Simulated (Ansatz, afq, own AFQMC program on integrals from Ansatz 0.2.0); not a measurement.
# Where AFQMC and coupled cluster stand for PtN$_{2}$, singlet

```tsv
atom	x (Å)	y (Å)	z (Å)
Pt	0.0000	0.0180	1.7500
N	0.0000	-0.1211	-0.3381
N	0.0000	0.1031	-1.4119
```

Connectivity, by distances: Pt–N–N.

Basis def2-SVP with its core potentials. Noble-gas cores (and the filled d shells of Ga–Kr and In–Xe) are frozen. Ansatz 0.2.0 and our own AFQMC program on the same integrals; the CISD trial comes from CCSD amplitudes, and released means the phaseless constraint is let go. Uncertainties: one standard error, sampling alone. No spin–orbit coupling. The metal's outer-core s and p shells are frozen, which shifts wave-function levels against functionals.

Determinant: RHF, the one that the program's search chose, which needn't be the lowest solution. The geometry is a PBE0/def2-TZVP stationary point of this or a neighbouring charge and spin state.

No full CI on the walks' own integrals is used here; CCSDT(Q) serves as the reference and is uncertain by about the last step of the cluster series.

Cautions: no spin-orbit coupling; outer-core shells of the metal frozen; restricted determinant unstable towards unrestricted (UHF 105 meV lower, ⟨S²⟩ 0.57).

The T1 diagnostic is 0.0298 and the weight of the determinant in the CISD state is 0.803. The size of the correlated space is 20 electrons in 54 orbitals.

Task: Estimate: order these by the size of their error in total energy against CCSDT(Q), smallest first.
A. MP2
B. CCSD
C. phaseless AFQMC with a CISD trial
D. CCSD(T)

Result: C (0.42 ± 0.28 kcal/mol), D (1.69 kcal/mol), A (6.92 kcal/mol), B (16.06 kcal/mol).

Reference: CCSDT(Q), correlation energy -15.733 eV.

A walk keeps the symmetry of its determinant, which the program's search chose and which needn't be the lowest solution, so a lower state of the same spin and another symmetry isn't excluded.
